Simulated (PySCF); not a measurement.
**Highest orbital energy against ionisation energy along the alkali metals**

Calculated with PySCF 2.14, no spin-orbit coupling. Each cell gives −ε(HOMO) / ΔSCF in eV; NIST values include spin-orbit coupling, (s) semi-empirical, (t) theoretical.

```csv
species,UHF,LDA,PBE,PBE0,r2SCAN,NIST (lowest levels)
"Li (def2-QZVPPD, non-relativistic)",5.343 / 5.343,3.164 / 5.473,3.223 / 5.586,3.829 / 5.568,3.270 / 5.391,5.392
"K (def2-QZVPPD, non-relativistic)",4.018 / 4.008,2.615 / 4.526,2.529 / 4.445,2.984 / 4.374,2.566 / 4.244,4.341
"Rb (def2-QZVPPD with the def2 core potential (28 electrons), ECP)",3.818 / 3.804,2.548 / 4.406,2.431 / 4.289,2.863 / 4.207,2.498 / 4.086,4.177
"Cs (def2-QZVPPD with the def2 core potential (46 electrons), ECP)",3.508 / 3.491,2.398 / 4.115,2.272 / 3.983,2.667 / 3.903,2.319 / 3.787,3.894
```

Question: How far is −ε(HOMO) from ΔSCF on average for each method, and why?

Answer: UHF 0.01 eV; LDA -1.95 eV; PBE -1.96 eV; PBE0 -1.43 eV; r2SCAN -1.71 eV. Hartree-Fock orbital energies lack relaxation and so exceed the ΔSCF value; semilocal functionals have convex E(N) from self-interaction, so their HOMO lies far too high; exact exchange moves hybrids part of the way back.
